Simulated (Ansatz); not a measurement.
Worked example: vertical ionisation energy of CH4S (methanethiol)

CH4S: 6 atoms, total charge 0, spin state singlet. SMILES: `CS`. The coordinates come from a GFN2-xTB relaxation.

Both states at this one shape; open shells run unrestricted unless said. 1 Eh = 27.2114 eV.

| level | program | singlet CH4S (Eh) | doublet CH4S+ (Eh) |
| --- | --- | --- | --- |
| revPBE/STO-3G | Ansatz | -433.718585 | -433.461250 |
| MP2/STO-3G, 6 core orbitals frozen | Ansatz | -432.974028 | -432.751484 |
| CCSDTQ/STO-3G, 6 core orbitals frozen | Ansatz | -433.003943 | -432.781984 |

Work out the vertical ionisation energy at each level.


1. revPBE/STO-3G: -433.461250 − (-433.718585) = 0.257335 Eh = 7.00 eV.
2. MP2/STO-3G: -432.751484 − (-432.974028) = 0.222544 Eh = 6.06 eV.
3. CCSDTQ/STO-3G: -432.781984 − (-433.003943) = 0.221959 Eh = 6.04 eV.

No measured value is set beside it here; the levels span 6.04 to 7.00 eV. Minimal sets are far from the basis-set limit.
